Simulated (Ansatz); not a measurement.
The first iterations of a band of AlFH2 (4 atoms, charge 0, multiplicity 1).

Level of theory: RHF/def2-TZVP in Ansatz.

```
movable images  : 5
climbing image  : yes
spring          : 50.0 eV/Å²
optimiser       : quadratic models (default)
start path      : through a guess of the saddle point
force threshold : 0.05 eV/Å
iteration limit : 60
end points      : relaxed
```

Initial state:

```xyz
4
Properties=species:S:1:pos:R:3
Al 0.402 0.000 0.186
F 0.445 0.000 1.815
H 1.773 0.000 -0.572
H -1.008 0.000 -0.498
```

Final state:

```xyz
4
Properties=species:S:1:pos:R:3
Al -0.446 0.000 -1.226
F 1.390 0.000 1.190
H 2.278 0.000 1.034
H -1.609 0.000 -0.067
```

| iteration | highest image above the first end (eV) | largest band force component (eV/Å) |
| --- | --- | --- |
| 1 | 5.232 | 8.164 |
| 2 | 4.778 | 3.176 |

Does the band converge within its limit, and where does its top end?

The forces met the threshold. It ended after 8 iterations with the highest image 4.361 eV above the first end. Neighbouring images differ by up to 2.1 eV, so the band resolves the path poorly. Another band between the same ends (5 images) ends at a top of the same energy, where a vibrational analysis finds 1 clearly imaginary mode. The orbitals stay closed-shell, which can raise the energy where a bond breaks towards radicals; this wasn't checked here.

Run time: 6.6 s on 2 threads of Intel(R) Xeon(R) 6975P-C (Granite Rapids) (shared host), peak memory 0.13 GiB.
